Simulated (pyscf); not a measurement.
•H₂C–SH, doublet

Gas-phase minimum from PySCF at ωB97X-D3(BJ)/def2-SVP, one conformer. •H₂C–SH lies 10.2 kcal/mol over its isomer H₃C–S•, and others may lie lower still (electronic energy, ωB97M-D3(BJ)). 

```
C
H 1 1.0901
H 1 1.0909 2 121.14
S 1 1.7225 2 121.77 3 -174.65
H 4 1.3464 1 98.01 2 -5.32
```
Charge 0, spin multiplicity 2.

Properties at ωB97X-D3(BJ)/def2-SVP:

```
Property                                                                                                                                                              Value
---------------------------------------------------------------------------------------------------------------------  ----------------------------------------------------
Harmonic wavenumbers, unscaled                                                                                         78, 336, 793, 876, 1077, 1399, 2762, 3204, 3343 cm⁻¹
Zero-point energy                                                                                                                                             19.8 kcal/mol
Rotational symmetry number                                                                                                                                                1
Entropy of this conformer at 298 K and 1 atm, rigid rotor and harmonic oscillator, modes under 100 cm⁻¹ raised to 100                                       267.2 J/(mol K)
Dipole moment                                                                                                                                                        1.04 D
Spin expectation value S2                                                                                                                                             0.754
```

Single-point totals, which compare only within one level (frozen core for MP2 and CC):

```
level                   total energy (hartree)
----------------------  ----------------------
ωB97X-D3(BJ)/def2-TZVP              -438.10049
PBE/def2-TZVP                       -437.83920
r²SCAN/def2-TZVP                    -438.01653
B3LYP-D3(BJ)/def2-TZVP              -438.09428
PBE0-D3(BJ)/def2-TZVP               -437.88026
M06-2X/def2-TZVP                    -438.02119
ωB97M-D3(BJ)/def2-TZVP              -438.12146
UHF/def2-TZVPP                      -437.12491
MP2/def2-TZVPP                      -437.45318
CCSD/def2-TZVPP                     -437.48811
CCSD(T)/def2-TZVPP                  -437.50317
```

Soft torsions are taken as harmonic, which can shift the entropy by several J/(mol K). The CCSD(T) − MP2 part came from Ansatz, without density fitting, on the same reference.
